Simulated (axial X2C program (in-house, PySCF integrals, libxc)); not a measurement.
## Levels of AlH⁻ by electron attachment to AlH (EOM-EA-CCSD)

Calculated with an axial X2C code built on PySCF integrals: two-component X2C with atomic mean-field Coulomb and Gaunt terms, Gaussian nuclei, basis Al dyall-av3z, H dyall-av3z with contracted cores.

R = 1.536 Å (0.920 times 1.669 Å, the PBE0 minimum at charge 0 for the lowest determinant).

Levels of AlH⁻ obtained by attaching an electron to AlH:

```csv
Ω,binding energy (eV),above lowest (cm⁻¹),attached spinor,one-particle weight
1/2,0.097,0,"86% Al pπ, 12% H pπ",0.95
3/2,0.093,31,"86% Al pπ, 12% H pπ",0.95
1/2,-0.594,5577,"78% Al pσ, 17% Al sσ",1.00
1/2,-0.800,7237,"49% Al sσ, 29% H sσ, 19% Al pσ",0.99
1/2,-0.990,8768,94% Al pπ,0.98
3/2,-0.992,8784,94% Al pπ,0.98
1/2,-1.853,15728,"46% H sσ, 19% Al dσ, 19% Al sσ",0.99
```

Negative binding energies belong to unbound states, resonances or levels that the basis set holds; within some tenths of an eV of zero the sign is not settled.

This point took 3.4 s on 1 thread of Intel(R) Xeon(R) Processor @ 2.30GHz, on a shared host.

Reference electrons by ω block (each with its −ω partner): 1/2: 6, 3/2: 1. 4 electrons of AlH correlated (inner shells frozen), 92 natural virtual spinors (a truncated set); levels can be off by some tenths of an eV. Roots sought by Ω: (1/2: 5, 3/2: 4, 5/2: 2, 7/2: 1); rows need 60 % one-particle weight and stop where some Ω has no more roots. Missing are any skipped roots, higher Ω and states of a further excitation; these come out far too high here and may in truth be low or lowest. T1 of the reference 0.014 (Lee–Taylor). Number of frozen shells: Al 2 s, 1 p; H none.
